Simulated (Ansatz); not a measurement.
## H₂Al–PH₂, triplet: the ladder up to UCCSDT(Q)

Geometry: that of the H2Al–PH2, singlet, kept fixed. The singlet lies 4.2 eV lower here.

```
atom    x (Å)    y (Å)    z (Å)
  Al  -0.0378   0.0000   1.2136
   P   0.0900   0.0000  -1.1052
   H  -0.0211  -1.3802   1.9955
   H  -0.0211   1.3802   1.9955
   H  -0.8560  -1.0483  -1.2577
   H  -0.8560   1.0483  -1.2577
```

Basis cc-pVTZ; Ansatz 0.2.0. Only valence electrons are correlated (noble-gas cores frozen), which leaves 12 electrons in 114 orbitals. Prefix R: restricted or restricted open-shell reference; prefix U: unrestricted.

Full CI isn't at hand for all of this; UCCSDT(Q) serves as the reference, and is uncertain by about the last step of the cluster series. The frozen core follows each run's orbitals, which can shift R against U totals by a few meV.

The UHF ⟨S²⟩ is 2.024 and the T1 diagnostic (RCCSD) is 0.0400. The largest doubles amplitude (RCCSD) is 0.038 and the T1 diagnostic (UCCSD) is 0.0287.

| level | E − E(UCCSDT(Q)) (kJ/mol) | share of correlation (%) | wall time |
| --- | --- | --- | --- |
| RHF | 748.2 | 0.00 | – |
| UHF | 732.9 | 2.04 | – |
| RMP2 | 152.8 | 79.58 | – |
| UMP2 | 152.7 | 79.59 | – |
| RCCSD | 33.0 | 95.58 | – |
| UCCSD | 32.3 | 95.68 | – |
| RCCSD(T) | 6.6 | 99.12 | 13 s (H100) |
| UCCSD(T) | 6.5 | 99.13 | 6 s (H100) |
| BCCD(T) | 6.3 | 99.16 | 5.5 s (H100) |
| RCCSDT | 1.4 | 99.81 | – |
| UCCSDT | 1.3 | 99.83 | – |
| RCCSDT(Q) | 0.2 | 99.97 | 94 s (H100) |

The correlation energy at UCCSDT(Q), counted from RHF, is -7.754 eV. That run took 77 s on 2 threads of AMD EPYC 7R13 with a shared H100 80 GB, shared host.

Times hold each run's SCF and search for its determinant on a shared host, so for small cases they say little of a method's own cost.
